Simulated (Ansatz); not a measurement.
Rutile MgF2: PBE at its full settings (plane-wave cutoff 520 eV, 8×8×12 k mesh (along the axes of the cell as run), Fermi–Dirac smearing 0.01 eV, scalar-relativistic PAW data made under PBE) and at cheaper ones, in a cell of 6 atoms with Γ-centred meshes.

| level and setting | lattice constant a (Å) | c axis length (Å) | bulk modulus (GPa) |
|---|---|---|---|
| PBE (Ansatz) | 4.699 | 3.093 | 90.6 |
| PBE (Γ point alone) (Ansatz) | 4.586 | 3.453 | 76.9 |
| PBE (2×2×2 k mesh) (Ansatz) | 4.674 | 3.131 | 90.9 |
| PBE (4×4×4 k mesh) (Ansatz) | 4.699 | 3.093 | 90.6 |
| PBE (6×6×6 k mesh) (Ansatz) | 4.699 | 3.093 | 90.6 |
| PBE (Fermi-Dirac smearing of 0.3 eV) (Ansatz) | 4.699 | 3.093 | 90.6 |

Largest shifts from the full settings: lattice constant a -2.40 % (PBE (Γ point alone)), against a difference of +1.69 % of the full result from the reference 4.621 Å (measured, temperature not stated, no zero-point or thermal correction; as tabulated in Wikipedia's data pages); lattice parameter c +11.6 % (PBE (Γ point alone)), against a difference of +1.34 % of the full result from the reference 3.052 Å (measured, temperature not stated, no zero-point or thermal correction; as tabulated in Wikipedia's data pages); bulk modulus -15.1 % (PBE (Γ point alone)), against a difference of -13.7 % of the full result from the reference 105 ± 0.3 GPa (measured, room temperature, no zero-point or thermal correction, adiabatic, Reuss average, Brillouin; as tabulated in Single-crystal elastic constants of magnesium difluoride (MgF2) to 7.4 GPa …).

Ansatz's density-functional and Hartree–Fock values are scalar-relativistic unless marked +SOC, with PAW data made under PBE.

Run with cheap settings on purpose, which may leave them unconverged: PBE (2×2×2 k mesh), PBE (4×4×4 k mesh), PBE (6×6×6 k mesh), PBE (Fermi-Dirac smearing of 0.3 eV), PBE (Γ point alone).

Ansatz is a program for electronic structure.
